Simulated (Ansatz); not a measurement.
**CHClFN: one species, many methods**

How much do the methods differ for CHClFN? The plan is to run it at one geometry with functionals of several rungs and with coupled cluster, and see how far each lands from CCSD(T) at the basis-set limit for the atomisation energy.

The runs use Ansatz 0.2.0, Gaussian basis; functionals in def2-TZVPP, the program's frozen cores in correlated methods.

The runs, in order: LDA (SPW92), PBE-D4, revPBE-D4, BLYP-D4, r2SCAN-D4, B97M-V, PBE0-D4, B3LYP-D4, r2SCANh-D4, r2SCAN0-D4, HSE06-D4, BHLYP-D4, CAM-B3LYP-D4, LC-ωPBE, ωB97X-V, ωB97M-V, B2PLYP, PBE-QIDH; CCSD(T)/def2-SVP; CCSD(T)/def2-TZVPP; MP2/def2-QZVPP; extrapolation to the limit; RPA on PBE.

## Step 1: The geometry

The geometry comes from an earlier relaxation with PBE0-D4 in a triple-zeta def2 set; it is a stationary point.

5 atoms, charge 0, spin multiplicity 1.

Atoms are counted from 1 here; the program's logs count them from 0.

Bond lengths: N1–C2 1.237 Å, N1–H5 1.013 Å, C2–F3 1.314 Å, C2–Cl4 1.729 Å. Angles: C2–N1–H5 112.7°, N1–C2–F3 121.4°, N1–C2–Cl4 128.7°, F3–C2–Cl4 110.0°.

## Step 2: LDA

This LDA is Slater exchange with PW92 correlation.

The input, in.yaml:

```yaml
crystal:
  periodic: [false, false, false]
  atoms:
    - {symbol: N, position_ang: [0.321103, 0.940468, 0.274413]}
    - {symbol: C, position_ang: [0.137869, -0.274598, 0.128466]}
    - {symbol: F, position_ang: [0.810342, -1.157366, 0.832102]}
    - {symbol: Cl, position_ang: [-0.953469, -1.081683, -0.943190]}
    - {symbol: H, position_ang: [-0.266045, 1.499578, -0.333292]}
basis:
  gaussian: {orbitals: def2-TZVPP}
hamiltonian: {xc: lda}
output: {orbitals: {seedname: orbitals}}
```

On the command line:

```
> ansatz run in.yaml --threads 2 --pin off --events-out ev --progress --plain --max-ram 4352MiB
```

Further steps of the session: PBE-D4 (GGA); revPBE-D4 (GGA); BLYP-D4 (GGA); r2SCAN-D4 (meta-GGA); B97M-V (meta-GGA); PBE0-D4 (hybrid); B3LYP-D4 (hybrid); r2SCANh-D4 (hybrid); r2SCAN0-D4 (hybrid); HSE06-D4 (hybrid); BHLYP-D4 (hybrid); CAM-B3LYP-D4 (range-separated); LC-ωPBE (range-separated); ωB97X-V (range-separated); ωB97M-V (range-separated); B2PLYP (double hybrid); PBE-QIDH (double hybrid); CCSD(T) in def2-SVP; CCSD(T) in def2-TZVPP; MP2 in def2-QZVPP; RPA on PBE orbitals.

Q: Predict the results of all the runs planned. Wanted: atomisation energy, CCSD(T)/CBS; farthest beyond LDA; mean size of error, GGA; mean size of error, meta-GGA; mean size of error, hybrid; mean size of error, range-separated; mean size of error, double hybrid; gap, smallest and largest; T1 diagnostic.

The runs gave:

```
                               quantity                                      value
        atomisation energy, CCSD(T)/CBS                              1825.1 kJ/mol
  functionals within 9.1 kJ/mol (0.5 %)                                 r2SCANh-D4
                    farthest beyond LDA                     PBE-D4 (+133.6 kJ/mol)
                mean size of error, GGA                                80.8 kJ/mol
           mean size of error, meta-GGA                                23.2 kJ/mol
             mean size of error, hybrid                                42.7 kJ/mol
    mean size of error, range-separated                                19.7 kJ/mol
      mean size of error, double hybrid                                 9.8 kJ/mol
              gap, smallest and largest  5.79 eV (LDA (SPW92)), 13.90 eV (LC-ωPBE)
                          T1 diagnostic                                     0.0129
triples share of the correlation energy                                      4.1 %
```

The LDA atomisation energy is off by 431.1 kJ/mol (24 %): it overbinds. PBE-D4 misses by +133.6 kJ/mol. Double hybrids carry the basis error of their MP2 part in triple zeta, and no dispersion term here, so their miss is partly the set-up's. Taken by rung, double hybrid functionals do best (9.8 kJ/mol on average) and GGA ones worst beyond LDA (80.8 kJ/mol). The reference freezes the cores and leaves out relativity and excitations past (T), so misses under about 9.1 kJ/mol can't be ranked. Hartree-Fock recovers 61 % of the binding; the rest is correlation. CCSD(T) in def2-SVP is off by -131.2 kJ/mol, more than most functionals: a good method in a small basis is no reference. Orbital gaps span 5.8 to 13.9 eV; exact exchange widens them.
